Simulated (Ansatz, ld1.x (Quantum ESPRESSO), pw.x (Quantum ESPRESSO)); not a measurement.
# What a changed setting does to a pw.x run (diamond Al)

Potential: norm-conserving RRKJ (Kleinman–Bylander form), ld1.x (Quantum ESPRESSO) 7.5, PBEsol; core [Ne], reference 3s2 3p1; waves: 3p (bound): rc 1.95 bohr; 3d channel at 0.35 Ry: rc 2.30 bohr; 3s (bound): rc 2.20 bohr; local part: the s channel; core correction: a·sin(br)/r model core, default radius (core density twice the valence density).

The reference run (k-mesh 8³, cutoffs 50/200 Ry, Fermi–Dirac 0.01 Ry, mixing_beta 0.4, conv_thr 1e-9, no spin) gives -0.32 GPa at 26.969 Å³/atom, where all-electron LAPW gives 0.01 GPa. This run, with its own iteration cap, changes ecutrho/ecutwfc to 6.

```
&control
  calculation='scf', prefix='x', pseudo_dir='./', outdir='./tmp', tstress=.true., disk_io='none'
/
&system
  ibrav=0, nat=2, ntyp=1, ecutwfc=50, ecutrho=300, nbnd=10,
  occupations='smearing', smearing='fd', degauss=0.01
/
&electrons
  conv_thr=1e-09, mixing_beta=0.4, electron_maxstep=60
/
ATOMIC_SPECIES
Al 1.0 Al.UPF
CELL_PARAMETERS angstrom
  0.00000000 2.99885141 2.99885141
  2.99885141 0.00000000 2.99885141
  2.99885141 2.99885141 0.00000000
ATOMIC_POSITIONS crystal
Al 0.0000 0.0000 0.0000
Al 0.2500 0.2500 0.2500
K_POINTS automatic
8 8 8 0 0 0
```

```bash
pw.x < Al.scf.in > Al.scf.out
```

How does the run end?

It converges in 6 iterations; the free energy moves by -1.2 meV/atom and the pressure by +0.03 GPa.

```
Message from routine setup:
     using ibrav=0 with symmetry is DISCOURAGED, use correct ibrav instead
     lattice parameter (alat)  =       8.0144  a.u.
     unit-cell volume          =     363.9917 (a.u.)^3
     number of electrons       =         6.00
     number of Kohn-Sham states=           10
     kinetic-energy cutoff     =      50.0000  Ry
     charge density cutoff     =     300.0000  Ry
     scf convergence threshold =      1.0E-09
     Exchange-correlation= PBESOL
     number of k points=    29  Fermi-Dirac smearing, width (Ry)=  0.0100
     iteration #  1     ecut=    50.00 Ry     beta= 0.40
     total energy              =     -10.78641148 Ry
     estimated scf accuracy    <       0.00883532 Ry
     iteration #  2     ecut=    50.00 Ry     beta= 0.40
     total energy              =     -10.78607259 Ry
     estimated scf accuracy    <       0.00307574 Ry
     iteration #  3     ecut=    50.00 Ry     beta= 0.40
     total energy              =     -10.78609524 Ry
     estimated scf accuracy    <       0.00000429 Ry
     iteration #  4     ecut=    50.00 Ry     beta= 0.40
     c_bands:  1 eigenvalues not converged
     total energy              =     -10.78609616 Ry
     estimated scf accuracy    <       0.00000026 Ry
     iteration #  5     ecut=    50.00 Ry     beta= 0.40
     total energy              =     -10.78609618 Ry
     estimated scf accuracy    <          2.7E-09 Ry
     iteration #  6     ecut=    50.00 Ry     beta= 0.40
     the Fermi energy is     2.8210 ev
!    total energy              =     -10.78609618 Ry
     estimated scf accuracy    <          5.5E-10 Ry
     smearing contrib. (-TS)   =      -0.00680741 Ry
     The total energy is F=E-TS. E is the sum of the following terms:
     one-electron contribution =       3.10355975 Ry
     hartree contribution      =       0.38860865 Ry
     xc contribution           =      -5.71646950 Ry
     ewald contribution        =      -8.55498769 Ry
     convergence has been achieved in   6 iterations
          total   stress  (Ry/bohr**3)                   (kbar)     P=       -2.86
     Message from routine punch:
     Nothing written, as per user request (disk_io='none')
```

The run took about 8.3 s on one core of a shared host (Neoverse-V1, 32 threads, 247 GiB, load 25).
